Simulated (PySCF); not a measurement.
NaF₂⁻: from structure and modes to constants

Level of theory: PBE0 in PySCF with Na def2-TZVPD, F def2-TZVPD; no relativity; density-fitted integrals.

The singlet minimum has D∞h symmetry. Masses (u): Na 22.98977, F 18.99840.

```xyz
3
charge -1 multiplicity 1, angstrom
Na    0.0000    0.0000    0.0000
F     0.0000    0.0000    2.0432
F     0.0000    0.0000   -2.0432
```

Harmonic wavenumbers (cm⁻¹): 128.5 (πu, ×2), 314.2 (σg+, ×1), 476.6 (σu+, ×1).

(1) Find the principal moments of inertia and the rotational constants. What kind of rotor is it?

(2) What is the harmonic zero-point energy?

(3) Find the vibrational entropy and heat capacity at 298.15 K.

(4) Give the standard entropy (298.15 K, 1 bar) by its translational, rotational, vibrational and spin parts, and Cp.

(5) Find the bond force constant k and the stretch–stretch coupling k′ of the valence force field.

Results:

(1) About the centre of mass I = 158.62 u Å². With B = 16.8576/I this gives 0.1063 cm⁻¹. The molecule is linear.

(2) Half the sum of all 4 wavenumbers, 1048/2 = 524 cm⁻¹, which is 6.3 kJ/mol (1 cm⁻¹ = 0.0119627 kJ/mol).

(3) With u = 1.43878 ω/T, each mode gives S = R[u/(eᵘ−1) − ln(1−e⁻ᵘ)] and C = R u² eᵘ/(eᵘ−1)².
```json
{"ω (cm⁻¹)": "128.5 (×2)", "u": "0.620", "S (J/(mol K))": "12.42", "C (J/(mol K))": "8.05"}
{"ω (cm⁻¹)": "314.2", "u": "1.516", "S (J/(mol K))": "5.61", "C (J/(mol K))": "6.89"}
{"ω (cm⁻¹)": "476.6", "u": "2.300", "S (J/(mol K))": "3.01", "C (J/(mol K))": "5.45"}
```
The sums over all modes are S = 33.5 and C = 28.4 J/(mol K); the softest mode gives 37 % of the entropy (each member, where degenerate).

(4) Sackur–Tetrode with M = 60.99 u gives 160.1; rotation with symmetry number 2 gives 65.5; vibration 33.5; spin R ln 1 = 0.0. The total is 259.1 J/(mol K), and Cp = 7/2 R + 28.4 = 57.5 J/(mol K).

(5) For linear XMX, 4π²c²ω(σg)² = (k + k′)/mX and 4π²c²ω(σu)² = (k − k′)(1 + 2mX/mM)/mX. So k + k′ = 1.105 and k − k′ = 0.959 mdyn/Å, giving k = 1.032 and k′ = 0.073 mdyn/Å.

Other isomers or separated fragments may lie lower. The lowest empty level of this anion is unbound, so it and the gap depend on the basis.
